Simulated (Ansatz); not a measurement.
SnSe (Pnma, No. 62) was calculated with r²SCAN+rVV10 in Ansatz (plane waves, PAW).

Run with plane-wave cutoff 560 eV, 4×8×8 k mesh (along the axes of the cell as run), Fermi–Dirac smearing 0.01 eV, scalar-relativistic PAW data made under PBE.

Cell (relaxed at this level):

```xyz
8
Lattice="11.5268 0.0000 0.0000 0.0000 4.1212 0.0000 0.0000 0.0000 4.5770" Properties=species:S:1:pos:R:3 pbc="T T T"
Se     9.8394     1.0303     2.2231
Se     7.4508     3.0909     4.5116
Se     4.0760     1.0303     0.0654
Se     1.6874     3.0909     2.3539
Sn     1.3583     1.0303     0.5313
Sn     4.4051     3.0909     2.8198
Sn     7.1217     1.0303     1.7571
Sn    10.1685     3.0909     4.0456
```

Estimate the band gap that the calculation returns.


- band gap: 1.04 eV (on the SCF k mesh)

Spin–orbit coupling is not included.

The computed numbers hold no vibrational or temperature effects.

Computing time: roughly 17 core-minutes.

Ansatz is an electronic-structure program.
